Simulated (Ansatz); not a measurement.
# CH₄ (singlet): the correlation ladder, cc-pVTZ

Aim: climb from Hartree-Fock through coupled cluster for CH₄ (singlet) at one geometry and basis, and see what each rung misses.

Program: Ansatz 0.2.0, Gaussian basis. Level of theory: cc-pVTZ, core rule «outside noble gas», up to 1 orbitals frozen. These are calculated values, not measurements.

To be run: UHF; CCSD(T) on RHF; CCSDT(Q) on RHF; CCSDTQ on RHF.

## (1) The geometry

The geometry is an MP2(full)/6-31G* stationary point (not a proven minimum).

5 atoms, charge 0, spin multiplicity 1.

Atoms are counted from 1 here; the program's logs count them from 0.

Bond lengths: C1–H2 1.090 Å, C1–H3 1.090 Å, C1–H4 1.090 Å, C1–H5 1.090 Å. Angles: H2–C1–H3 109.5°, H2–C1–H4 109.5°, H2–C1–H5 109.5°, H3–C1–H4 109.5°, H3–C1–H5 109.5°, H4–C1–H5 109.5°.

## (2) UHF

in.yaml

```yaml
crystal:
  periodic: [false, false, false]
  atoms:
    - {symbol: C, position_ang: [0.000000, 0.000000, 0.000000]}
    - {symbol: H, position_ang: [0.629118, 0.629118, 0.629118]}
    - {symbol: H, position_ang: [-0.629118, -0.629118, 0.629118]}
    - {symbol: H, position_ang: [0.629118, -0.629118, -0.629118]}
    - {symbol: H, position_ang: [-0.629118, 0.629118, -0.629118]}
basis:
  gaussian: {orbitals: cc-pVTZ}
magnetization: {spin_polarized: true, initial_magnetization: 0}
hamiltonian: {xc: hf}
output: {orbitals: {seedname: orbitals}}
```

Command:

```sh
$ ansatz run in.yaml --threads 1 --pin off --events-out ev --progress --plain --max-ram 3793MiB --backend cpu
```

Further steps of the session: CCSD(T) on RHF; CCSDT(Q) on RHF; CCSDTQ on RHF.

**Question.** What will the summary of the whole plan be? Wanted: RCCSDTQ below the RHF energy; RMP2 from RCCSDTQ; RCCSD from RCCSDTQ; RCCSD(T) from RCCSDTQ; RCCSDT(Q) from RCCSDTQ; T1 diagnostic.

As calculated:

| quantity | value |
| --- | --- |
| RCCSDTQ below the RHF energy | -6.1316 eV |
| RMP2 from RCCSDTQ | +71.0 kJ/mol |
| RCCSD from RCCSDTQ | +17.9 kJ/mol |
| RCCSD(T) from RCCSDTQ | +1.4 kJ/mol |
| RCCSDT(Q) from RCCSDTQ | 0.0 kJ/mol |
| levels within 1 kcal/mol (43 meV) | RCCSD(T), RCCSDT, RCCSDT(Q) |
| T1 diagnostic | 0.007 |

**Reading.** RCCSD(T) lands +1.4 kJ/mol from the yardstick (0.2 % of the correlation energy). These misses are within one basis, not against nature.
